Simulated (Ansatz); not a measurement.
Input file:

```yaml
crystal:
  periodic: [false, false, false]
  atoms:
    - {symbol: Se, position_ang: [0.000000, 0.000000, 0.000000]}
    - {symbol: Li, position_ang: [0.000000, 0.000000, 2.069000]}
basis:
  gaussian: {orbitals: cc-pVDZ}
total_charge: 1
magnetization: {spin_polarized: true, initial_magnetization: 2}
hamiltonian: {xc: {name: PBE}}
correlation: {method: rpa, electrons: outside_noble_gas}
```

```sh
$ ansatz run in.yaml --threads 1 --pin off --events-out ev --progress --plain --max-ram 2393MiB
```

Output:

```
458 factors; integrals over basis functions are off by at most 4.5e-4 eV
mean field evaluation 1: about -65533.3035 eV, gradient 1.4e1 eV
mean field evaluation 2: about -65533.3032 eV, gradient 1.4e1 eV
mean field evaluation 4: about -65534.7997 eV, gradient 5.4e-1 eV
mean field evaluation 8: about -65534.7995 eV, gradient 2.3e-3 eV
mean field evaluation 16: about -65533.9409 eV, gradient 3.8e0 eV
mean field evaluation 32: about -65534.7054 eV, gradient 7.8e-1 eV
mean field -65534.79951874 eV, -2408.3594612312 hartree, gradient 1.6e-6 eV, S^2 2.001795; 7 other end points of the search recorded, 0 dependent functions left out
15 core orbitals not correlated: weight in the atoms' cores, before any rotation towards them, 1.000 or more for the frozen orbitals, at most 0.000 for the correlated occupied ones
reference -65498.43876033 eV, -2407.0232280058 hartree; 4, 2 occupied and 22, 24 virtual orbitals, 458 factors
Total energy: -65502.35120162 eV, -2407.1670075711 hartree
```

Ran on 1 thread of Arm Neoverse V1, shared host: 4.2 s wall, 0.16 GiB peak host memory.
